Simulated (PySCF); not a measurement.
**Question.** Give a GFN2-xTB geometry of InChI=1S/C6H12/c1-5-6(2,3)4/h5H,1H2,2-4H3.

**Answer.** 
```
atom  x, y, z in Å
C1     1.9179   -1.1350    0.5070
C2     1.1205   -0.5571   -0.3708
C3    -0.1964    0.1244   -0.1045
C4    -0.0801    1.5795   -0.5781
C5    -1.2756   -0.5932   -0.9267
C6    -0.5872    0.1025    1.3728
H7     2.8438   -1.5954    0.2035
H8     1.6967   -1.1797    1.5592
H9     1.4052   -0.5481   -1.4166
H10   -1.0238    2.1016   -0.4359
H11    0.1800    1.6209   -1.6336
H12    0.6913    2.1001   -0.0145
H13   -1.3632   -1.6311   -0.6119
H14   -2.2400   -0.1082   -0.7921
H15   -1.0277   -0.5757   -1.9859
H16   -0.6847   -0.9196    1.7308
H17    0.1571    0.6162    1.9767
H18   -1.5428    0.6044    1.5089
```

Orientation and origin are arbitrary. Atoms count from 1 in this order. The C–C distances run from 1.319 Å (C1=C2, drawn double) to 1.535 Å (C3–C5, drawn single), a spread of 0.216 Å. Of the pairs four or more bonds apart, C6···H8 is among the closest relative to their van der Waals radii: 2.63 Å, 91 % of the sum of Bondi's values.

Bonds between heavy atoms (Å): C1=C2 1.319, C2–C3 1.507, C3–C4 1.535, C3–C5 1.535, C3–C6 1.528.

Structure optimised with GFN2-xTB, isolated species.

Point group: Cs (tolerance 0.08 Å). Whether it is a minimum is left open (no frequencies).

The numbers are calculated, not measured.
